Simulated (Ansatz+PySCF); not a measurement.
Results of a calculation; reference values are marked as such.
## PySCF 2.14.0 run

```python
from pyscf import gto, scf, cc

mol = gto.M(atom="""
B 0.000000 0.000000 0.000000
B 0.513580 0.684770 1.482560
""", basis='6-31g', charge=0, spin=0)
mf = scf.UHF(mol)
mf.kernel()
mycc = cc.CCSD(mf, frozen=2).run()
et = mycc.ccsd_t()
print(mf.e_tot, mycc.e_corr, et, mycc.e_tot + et)
```

The script is written out from the run's settings.

Output:

| Quantity | Value |
| --- | --- |
| Converged | yes |
| Reference energy | -49.01527 hartree |
| CCSD correlation energy | -0.16131 hartree |
| Triples correction | -0.01013 hartree |
| Total energy | -49.18671 hartree |
| Spin squared of the determinant | 0.000 |

This is not the lowest solution: another run reaches a determinant 2.50 eV lower. Caution: large amplitudes, a single reference is doubtful; another spin multiplicity may lie lower.
